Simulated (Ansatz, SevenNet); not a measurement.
For trigonal Se, the machine-learned potential SevenNet-0 (trained on PBE and PBE+U data) gives:

| Item | Value |
|---|---|
| lattice parameter a | 4.837 Å |
| lattice parameter c | 5.061 Å |

What does HSE06 (PAW; Ansatz, a quantum-chemistry and plane-wave program) give for the same quantities?


- lattice constant a: 4.859 Å (rises by 0.5 %)
- lattice parameter c: 4.886 Å (drops by 3.5 %)

For comparison: lattice constant a 4.365 Å (measured, 293 K, no zero-point or thermal correction; as tabulated in Wikipedia's data pages); lattice parameter c 4.958 Å (measured, 293 K, not corrected to a static lattice; as tabulated in Wikipedia's data pages).

Changes are worked out from the printed values.

Unless a cell is named, each level is at its own relaxed cell (SevenNet-0 34.18, HSE06 33.30 Å³/atom).

Caveats: the cell comes from a level without a dispersion term, which matters for the spacing of layers, chains or molecules (HSE06); the cell moved over 20 % in volume from its start (SevenNet-0). Ansatz's density-functional and Hartree–Fock values are scalar-relativistic unless marked +SOC, with PAW data made under PBE.
